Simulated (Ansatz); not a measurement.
A made-up structure of SiH$_{3}$SO, doublet:

```csv
atom,x (Å),y (Å),z (Å)
O1,0.3659,-1.9920,1.1645
S2,1.2476,-0.9692,0.4807
Si3,-0.1877,0.5106,-0.2909
H4,2.1761,-1.0808,1.4681
H5,0.6095,1.5564,-0.9811
H6,-0.9341,1.0733,0.8589
```

It is relaxed with PBE-D4/def2-SVP and then PBE0-D4/def2-TZVP (Ansatz 0.2.0). Atoms count as bonded within 1.22 times the sum of their covalent radii (H–H: 0.88 Å). The end point is not checked to be a true minimum.

Does its bonding change? (Judge from chemistry; the calculation decides.)

The calculation gives: No: no bond forms or breaks.

Where it ends: The first stage lowers the energy by 1.03 eV in 12 steps. It ends as SiH₃SO ([O][SH][SiH2]):
O1  (0.306, -2.182, 1.205)
S2  (1.149, -1.281, 0.372)
Si3  (-0.082, 0.483, -0.223)
H4  (1.849, -0.423, 1.205)
H5  (0.850, 1.479, -0.826)
H6  (-0.794, 1.022, 0.968)
(Å)

Labels in which every atom is bracketed show which atoms are joined, not bond orders.

For scale, one of the runs: PBE0-D4/def2-TZVP relaxation, 123 basis functions, launched by `ansatz run in.yaml --threads 2 --pin off --events-out ev --progress --plain --max-ram 4352MiB`. Hardware: 2 CPU threads of an Arm Neoverse V2, shared host. Wall time about 21 s.
